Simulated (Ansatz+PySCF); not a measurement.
Results of a calculation; reference values are marked as such.
Input for Ansatz (development build ahead of 0.2.0):

```yaml
crystal:
  periodic: [false, false, false]
  atoms:
    - { symbol: C, position_ang: [0.0, 0.0, 0.0165] }
    - { symbol: "N", position_ang: [0.0, 0.0, -1.22111] }
    - { symbol: H, position_ang: [0.0, 0.95257, 0.60231] }
    - { symbol: H, position_ang: [0.0, -0.95257, 0.60231] }
basis:
  gaussian: { orbitals: cc-pVTZ }
magnetization:
  initial_magnetization: 1
hamiltonian:
  xc: hf
correlation:
  method: ccsd_t
  frozen_orbitals: { C: 1, H: 0, "N": 1 }
```

The input is written out in the form of the current development build from the run's settings. Correlation on restricted open-shell orbitals is semicanonical, with singles.

Results

```json
{
 "Converged": "yes",
 "Reference energy": "-93.45440 hartree",
 "Correlation energy": "-0.36813 hartree",
 "Total energy": "-93.82253 hartree",
 "Spin squared of the determinant": "0.750",
 "Stability test": "minimum among restricted orbitals",
 "T1 diagnostic": "0.026",
 "Occupied orbitals by symmetry in an Abelian subgroup (alpha; beta)": "5 A1 1 B1 2 B2; 5 A1 1 B1 1 B2"
}
```
